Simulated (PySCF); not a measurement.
**Al₃: fields on a plane**

Level of theory: UPBE0 in PySCF with Al def2-TZVP; no relativity; density-fitted integrals.

The quartet minimum has Al–Al 2.576 Å (×2), Al–Al 2.910 Å; Al–Al–Al 55.6° (×2), Al–Al–Al 68.8°.

The plane holds Al1 at (0.00, 0.00), Al2 at (2.58, 0.00), Al3 at (0.93, 2.40) Å. Columns run from x = -1.95 to 4.95 Å, rows from y = 4.65 (top) to -1.95 Å, in steps of 0.3 Å. Other isomers or separated fragments may lie lower.

Problem. Give the electron density (e/Å³) (cut at 5 e/Å³). Lower edges of the bins (e/Å³): '_' 0.000, '.' 0.030, ':' 0.076, '-' 0.151, '=' 0.268, '+' 0.455, '*' 0.750, '#' 1.218, '%' 1.960, '@' 3.136; top 5.00, each point printed twice.

Solution. 
```
________________________________________________
________________________________________________
______________............______________________
____________....::::::::::..____________________
__________....::--------::::..__________________
__________..::::--====----::....________________
________....::--++%%@@**--::::..________________
________....::--%%@@@@@@==--::..________________
________..::--==%%@@@@@@==--::..________________
______....::----++%%@@**----::....______________
______..::::----========----::::....____________
____....::------====----------::::......________
____..::::----======--------------::::....______
__....::--========----------======--::::..______
__..::::--++@@@@++==----====##@@##==--::....____
__..::--==@@@@@@@@========++@@@@@@**----::..____
__..::--==@@@@@@@@========++@@@@@@**----::..____
__....::--++@@@@++==------==##@@##==--::::..____
____..::----====--------------====----::....____
____....::::--------::::::::::::::::::....______
______....::::::::::::........::::......________
________............................____________
________________________________________________
```

Problem. Give the electrostatic potential (V) (cut at 20 V). Lower edges of the bins (V): '0' -0.15, '1' -0.03, '2' 0.16, '3' 0.46, '4' 0.93, '5' 1.68, '6' 2.87, '7' 4.76, '8' 7.75, '9' 12.49; top 20.0.

Solution. 
```
111111111100000001111111
111122222222111111111111
111223334444322111111111
112234456665543222111111
112344677887754332211111
112345789999875432222111
112346799999986543222111
012356899999987543322211
012346899999987543322211
001246799999986544332211
001245789999876655433221
012356678888777766543221
123567888776778887654321
235689999876789999764321
346799999987899999875321
356899999988999999975310
356899999987999999975310
356899999977899999875310
345789999866799999764210
345678887655678887653200
234556665434566666542100
233444443322345554432100
222333322111233443321100
```
